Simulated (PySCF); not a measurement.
First SCF of a structure search on doublet P3, at a hand-made equilateral triangle geometry. PySCF input:

```python
from pyscf import gto, scf, dft
mol = gto.M(atom='''
P      0.640870    -1.110010     0.000000
P     -1.281720     0.000010     0.000000
P      0.640850     1.110010     0.000000''',
    basis={'P': 'def2-TZVP'},
    charge=0, spin=1)
mf = dft.UKS(mol, xc='PBE0')
mf.grids.atom_grid = (50, 194)
aux = {'P': 'def2-universal-JKFIT'}
mf = mf.density_fit(auxbasis=aux)
mf.conv_tol = 1e-08
mf.diis_space = 10
mf.max_cycle = 60
mf.init_guess = 'minao'
mf.verbose = 4
mf.kernel()
```

Excerpt of the output (cycles alone):

```
init E= -1023.77831896495
cycle= 1 E= -1023.65462807462  delta_E= 0.124  |g|= 0.164  |ddm|= 1.31
cycle= 2 E= -1023.63816923381  delta_E= 0.0165  |g|= 0.205  |ddm|= 0.332
cycle= 3 E= -1023.66613157817  delta_E= -0.028  |g|= 0.0655  |ddm|= 0.261
cycle= 4 E= -1023.66847548904  delta_E= -0.00234  |g|= 0.0324  |ddm|= 0.076
cycle= 5 E= -1023.66914294503  delta_E= -0.000667  |g|= 0.0182  |ddm|= 0.0508
cycle= 6 E= -1023.66949431744  delta_E= -0.000351  |g|= 0.00513  |ddm|= 0.0216
cycle= 7 E= -1023.66960406664  delta_E= -0.00011  |g|= 0.00491  |ddm|= 0.018
cycle= 8 E= -1023.66973870613  delta_E= -0.000135  |g|= 0.00528  |ddm|= 0.0219
cycle= 9 E= -1023.66962782908  delta_E= 0.000111  |g|= 0.00484  |ddm|= 0.019
cycle= 10 E= -1023.66911924824  delta_E= 0.000509  |g|= 0.00577  |ddm|= 0.165
cycle= 11 E= -1023.66914777043  delta_E= -2.85e-05  |g|= 0.00363  |ddm|= 0.0228
cycle= 12 E= -1023.66914965942  delta_E= -1.89e-06  |g|= 0.00167  |ddm|= 0.0215
cycle= 13 E= -1023.66915200335  delta_E= -2.34e-06  |g|= 0.000763  |ddm|= 0.00273
cycle= 14 E= -1023.66915238825  delta_E= -3.85e-07  |g|= 0.000136  |ddm|= 0.00481
cycle= 15 E= -1023.66915237953  delta_E= 8.72e-09  |g|= 3.61e-05  |ddm|= 0.00108
Extra cycle  E= -1023.66915237773  delta_E= 1.8e-09  |g|= 7.03e-05  |ddm|= 0.0001
converged SCF energy = -1023.66915237773  <S^2> = 0.75683703  2S+1 = 2.0068254
```

This is not the lowest solution: all starts ended here, but a stability analysis within the same unrestricted form found one 6.4 kJ/mol lower, at -1023.67158 Eh.

The search for the lowest solution, 3 starts and the stability check together, took 13 s on 4 threads of a shared Arm Neoverse V2 host, with 111 basis functions; the process peaked at 0.42 GiB. Launch command: `OMP_NUM_THREADS=4 python axn.py task.json out`.
